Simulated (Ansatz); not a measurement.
**C5H8O: basis-set convergence**

An exercise on one series of results from a longer session: the logs are not shown, and one member is left open.

Computed with Ansatz 0.2.0, Gaussian basis. Level: one geometry, several basis sets.

Levels to be run: PBE0-D4/def2-SVP; ωB97M-V/def2-SVP; PBE0-D4/def2-QZVPP; ωB97M-V/def2-QZVPP; the functionals' def2-TZVPP values are taken from earlier runs.

## The geometry

The geometry comes from an earlier relaxation with PBE0-D4 in a triple-zeta def2 set; it is a stationary point, not always the lowest conformer.

SMILES `C=C(C=O)CC`, 14 atoms, charge 0, spin multiplicity 1.

Atoms are counted from 1 here; the program's logs count them from 0.

Bond lengths: C1–C2 1.333 Å, C1–H7 1.084 Å, C1–H8 1.086 Å, C2–C3 1.476 Å, C2–C5 1.495 Å, C3–O4 1.204 Å, C3–H9 1.111 Å, C5–C6 1.526 Å, C5–H10 1.094 Å, C5–H11 1.093 Å, C6–H12 1.093 Å, C6–H13 1.091 Å, C6–H14 1.092 Å. Angles: C2–C1–H7 122.2°, C2–C1–H8 120.7°, H7–C1–H8 117.1°, C1–C2–C3 116.9°, C1–C2–C5 125.0°, C3–C2–C5 118.1°, C2–C3–O4 124.5°, C2–C3–H9 114.5°, O4–C3–H9 121.0°, C2–C5–C6 112.4°, C2–C5–H10 108.4°, C2–C5–H11 109.2°, C6–C5–H10 108.9°, C6–C5–H11 110.1°, H10–C5–H11 107.6°, C5–C6–H12 110.9°, C5–C6–H13 110.8°, C5–C6–H14 110.5° and more.

The first run:

in.yaml reads:

```yaml
crystal:
  periodic: [false, false, false]
  atoms:
    - {symbol: C, position_ang: [0.032322, 0.495197, 1.821924]}
    - {symbol: C, position_ang: [0.247853, -0.141318, 0.670482]}
    - {symbol: C, position_ang: [1.637519, -0.547391, 0.381395]}
    - {symbol: O, position_ang: [1.978430, -1.164048, -0.595497]}
    - {symbol: C, position_ang: [-0.805057, -0.468077, -0.339155]}
    - {symbol: C, position_ang: [-0.737773, 0.439742, -1.563952]}
    - {symbol: H, position_ang: [-0.957287, 0.816178, 2.127702]}
    - {symbol: H, position_ang: [0.853592, 0.710812, 2.498589]}
    - {symbol: H, position_ang: [2.376526, -0.246501, 1.155008]}
    - {symbol: H, position_ang: [-0.668427, -1.505612, -0.658067]}
    - {symbol: H, position_ang: [-1.789349, -0.394102, 0.130195]}
    - {symbol: H, position_ang: [-0.890813, 1.484766, -1.284451]}
    - {symbol: H, position_ang: [0.231397, 0.354643, -2.057362]}
    - {symbol: H, position_ang: [-1.508933, 0.165711, -2.286811]}
basis:
  gaussian: {orbitals: def2-SVP}
hamiltonian: {xc: pbe0, dispersion: d4}
output: {orbitals: {seedname: orbitals}}
```

On the command line:

```console
ansatz run in.yaml --threads 4 --pin off --events-out ev --progress --plain --max-ram 10444MiB
```

Among the steps run: PBE0-D4 in def2-SVP; ωB97M-V in def2-SVP; PBE0-D4 in def2-QZVPP; ωB97M-V in def2-QZVPP.

One table of the session follows, with a row left open; its other results are not shown here.

It belongs to the step «Functionals by basis». 

| functional | basis | HOMO (eV) |
| --- | --- | --- |
| PBE0-D4 | def2-SVP | -7.37 |
| PBE0-D4 | def2-TZVPP | -7.48 |
| PBE0-D4 | def2-QZVPP | -7.50 |
| ωB97M-V | def2-SVP | -9.79 |
| ωB97M-V | def2-TZVPP | -9.91 |
| ωB97M-V | def2-QZVPP | ? |

Estimate the missing values for ωB97M-V, def2-QZVPP.

The run gave: HOMO (eV): -9.93. In the column «HOMO (eV)» it is the lowest.
